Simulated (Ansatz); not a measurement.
AlH2(vinyl) (C2H5Al). The state is a singlet with charge 0. Geometry PBE0-D4/def2-TZVP.

```xyz
8

Al    1.2038    0.8633   -0.0518
H     2.6677    0.9519    0.5566
H     0.6606    1.9738   -1.0495
C    -0.0064   -0.5867    0.3829
C    -1.2366   -0.5970   -0.1399
H     0.2528   -1.4131    1.0448
H    -1.5775    0.1869   -0.8138
H    -1.9644   -1.3791    0.0707
```

Q: Estimate the orbital energies around the gap (eV) in Ansatz with BLYP-D4/def2-TZVP, r2SCAN-D4/def2-TZVPD, r2SCANh-D4/def2-TZVP, PBE0-D4/def2-TZVPD, BHLYP-D4/def2-TZVP.

A: 
```json
{"orbital": "HOMO−13", "BLYP-D4/def2-TZVP": "-269.87", "r2SCAN-D4/def2-TZVPD": "-273.44", "r2SCANh-D4/def2-TZVP": "-276.70", "PBE0-D4/def2-TZVPD": "-278.55", "BHLYP-D4/def2-TZVP": "-288.32"}
{"orbital": "HOMO−12", "BLYP-D4/def2-TZVP": "-269.19", "r2SCAN-D4/def2-TZVPD": "-272.74", "r2SCANh-D4/def2-TZVP": "-275.98", "PBE0-D4/def2-TZVPD": "-277.89", "BHLYP-D4/def2-TZVP": "-287.52"}
{"orbital": "HOMO−11", "BLYP-D4/def2-TZVP": "-106.60", "r2SCAN-D4/def2-TZVPD": "-110.28", "r2SCANh-D4/def2-TZVP": "-112.55", "PBE0-D4/def2-TZVPD": "-113.42", "BHLYP-D4/def2-TZVP": "-120.13"}
{"orbital": "HOMO−10", "BLYP-D4/def2-TZVP": "-68.93", "r2SCAN-D4/def2-TZVPD": "-70.66", "r2SCANh-D4/def2-TZVP": "-72.35", "PBE0-D4/def2-TZVPD": "-73.56", "BHLYP-D4/def2-TZVP": "-78.42"}
{"orbital": "HOMO−9", "BLYP-D4/def2-TZVP": "-68.66", "r2SCAN-D4/def2-TZVPD": "-70.38", "r2SCANh-D4/def2-TZVP": "-72.09", "PBE0-D4/def2-TZVPD": "-73.32", "BHLYP-D4/def2-TZVP": "-78.25"}
{"orbital": "HOMO−8", "BLYP-D4/def2-TZVP": "-68.65", "r2SCAN-D4/def2-TZVPD": "-70.37", "r2SCANh-D4/def2-TZVP": "-72.08", "PBE0-D4/def2-TZVPD": "-73.31", "BHLYP-D4/def2-TZVP": "-78.24"}
{"orbital": "HOMO−7", "BLYP-D4/def2-TZVP": "-18.56", "r2SCAN-D4/def2-TZVPD": "-19.80", "r2SCANh-D4/def2-TZVP": "-20.66", "PBE0-D4/def2-TZVPD": "-21.31", "BHLYP-D4/def2-TZVP": "-23.64"}
{"orbital": "HOMO−6", "BLYP-D4/def2-TZVP": "-13.75", "r2SCAN-D4/def2-TZVPD": "-14.60", "r2SCANh-D4/def2-TZVP": "-15.30", "PBE0-D4/def2-TZVPD": "-15.90", "BHLYP-D4/def2-TZVP": "-17.76"}
{"orbital": "HOMO−5", "BLYP-D4/def2-TZVP": "-11.26", "r2SCAN-D4/def2-TZVPD": "-11.83", "r2SCANh-D4/def2-TZVP": "-12.45", "PBE0-D4/def2-TZVPD": "-13.08", "BHLYP-D4/def2-TZVP": "-14.65"}
{"orbital": "HOMO−4", "BLYP-D4/def2-TZVP": "-9.98", "r2SCAN-D4/def2-TZVPD": "-10.45", "r2SCANh-D4/def2-TZVP": "-11.03", "PBE0-D4/def2-TZVPD": "-11.67", "BHLYP-D4/def2-TZVP": "-13.18"}
{"orbital": "HOMO−3", "BLYP-D4/def2-TZVP": "-9.05", "r2SCAN-D4/def2-TZVPD": "-9.47", "r2SCANh-D4/def2-TZVP": "-10.02", "PBE0-D4/def2-TZVPD": "-10.62", "BHLYP-D4/def2-TZVP": "-12.04"}
{"orbital": "HOMO−2", "BLYP-D4/def2-TZVP": "-7.00", "r2SCAN-D4/def2-TZVPD": "-7.40", "r2SCANh-D4/def2-TZVP": "-7.87", "PBE0-D4/def2-TZVPD": "-8.37", "BHLYP-D4/def2-TZVP": "-9.61"}
{"orbital": "HOMO−1", "BLYP-D4/def2-TZVP": "-6.88", "r2SCAN-D4/def2-TZVPD": "-7.28", "r2SCANh-D4/def2-TZVP": "-7.68", "PBE0-D4/def2-TZVPD": "-8.15", "BHLYP-D4/def2-TZVP": "-9.35"}
{"orbital": "HOMO", "BLYP-D4/def2-TZVP": "-6.71", "r2SCAN-D4/def2-TZVPD": "-7.07", "r2SCANh-D4/def2-TZVP": "-7.55", "PBE0-D4/def2-TZVPD": "-8.10", "BHLYP-D4/def2-TZVP": "-9.01"}
{"orbital": "LUMO", "BLYP-D4/def2-TZVP": "-2.36", "r2SCAN-D4/def2-TZVPD": "-2.23", "r2SCANh-D4/def2-TZVP": "-1.93", "PBE0-D4/def2-TZVPD": "-1.67", "BHLYP-D4/def2-TZVP": "-0.82"}
{"orbital": "LUMO+1", "BLYP-D4/def2-TZVP": "-0.54", "r2SCAN-D4/def2-TZVPD": "-0.34", "r2SCANh-D4/def2-TZVP": "0.05", "PBE0-D4/def2-TZVPD": "0.22", "BHLYP-D4/def2-TZVP": "1.37"}
{"orbital": "LUMO+2", "BLYP-D4/def2-TZVP": "0.30", "r2SCAN-D4/def2-TZVPD": "0.48", "r2SCANh-D4/def2-TZVP": "1.03", "PBE0-D4/def2-TZVPD": "0.35", "BHLYP-D4/def2-TZVP": "1.63"}
{"orbital": "LUMO+3", "BLYP-D4/def2-TZVP": "0.73", "r2SCAN-D4/def2-TZVPD": "0.93", "r2SCANh-D4/def2-TZVP": "1.47", "PBE0-D4/def2-TZVPD": "0.84", "BHLYP-D4/def2-TZVP": "2.17"}
{"orbital": "LUMO+4", "BLYP-D4/def2-TZVP": "1.23", "r2SCAN-D4/def2-TZVPD": "1.21", "r2SCANh-D4/def2-TZVP": "2.06", "PBE0-D4/def2-TZVPD": "0.97", "BHLYP-D4/def2-TZVP": "2.63"}
{"orbital": "LUMO+5", "BLYP-D4/def2-TZVP": "1.52", "r2SCAN-D4/def2-TZVPD": "1.42", "r2SCANh-D4/def2-TZVP": "2.62", "PBE0-D4/def2-TZVPD": "1.12", "BHLYP-D4/def2-TZVP": "2.95"}
```
